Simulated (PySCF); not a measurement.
**Sound and unsound settings**

Molecule: `CSC1CCC1`, C5H10S; geometry GFN2-xTB.

Cartesian coordinates in Å; atom numbers follow the order of the lines, from 1:
```xyz
16

C     2.6516   -0.2159    0.0705
S     1.4710    1.0016    0.7168
C    -0.0265    0.3942   -0.1224
C    -1.3184    1.1419    0.2262
C    -2.0097   -0.2090    0.4689
C    -0.6403   -0.9045    0.4204
H     3.6128    0.0075    0.5201
H     2.3312   -1.2152    0.3501
H     2.7150   -0.1231   -1.0105
H     0.1891    0.3650   -1.1910
H    -1.7316    1.7675   -0.5618
H    -1.2141    1.7345    1.1324
H    -2.6610   -0.5029   -0.3515
H    -2.5542   -0.3016    1.4053
H    -0.5604   -1.7759   -0.2272
H    -0.2621   -1.1552    1.4099
```

All runs: PySCF 2.14.0 with density-fitted response routines, non-relativistic, gas phase unless a solvent (IEF-PCM) is named; grid level 2, GIAOs and SCF threshold 1e-9 unless changed. The yardstick, PBE0/pcSseg-1, gives these isotropic shieldings σ (ppm, equivalent atoms averaged): C4/C6 156.3, C1 167.8, H11/H15 29.28, H12/H16 29.68, H14 29.69, H13 29.71, H7/H8/H9 29.79.

Task: What do these inputs give? (1) OLYP/pcSseg-1; (2) solvent dimethylsulfoxide; X3LYP/3-21G; level_shift 0.2; (3) BLYP/aug-cc-pVDZ; conv 1e-07; (4) LDA/6-311+G(2d,p); (5) OLYP/6-311G**; grid level 4; damp 0.3

Result: 
```tsv
run	outcome	functions	wall time	C4/C6	C1	H11/H15	H12/H16	H14	H13	H7/H8/H9
1	converged	159	37 s	151.0	162.7	29.21	29.66	29.66	29.70	29.75
2	converged	78	11 s	175.9	188.9	30.63	31.07	31.16	31.02	31.42
3	converged	232	65 s	158.3	169.0	29.22	29.77	29.73	29.78	29.71
4	converged	230	50 s	153.2	164.8	28.86	29.32	29.40	29.39	29.32
5	converged	176	93 s	155.3	167.0	29.53	29.93	29.96	30.04	30.09
```

Times are on 1 thread of an Arm Neoverse N1, shared host.

Task: Comment on the technical settings and failures.

Result: 
- Run 2: The functional and orbital basis and medium differ from the yardstick's, which in itself moves the values. The level shift changes the path of the SCF (10 cycles), not the solution, provided the same state is reached. With 78 functions the basis is far too small for magnetic properties.
- Run 5: The functional and orbital basis differ from the yardstick's, which in itself moves the values. The damping changes the path of the SCF (15 cycles), not the solution, provided the same state is reached.

Run 2 was set up unsoundly or failed; its numbers aren't to be quoted as properties of the molecule.
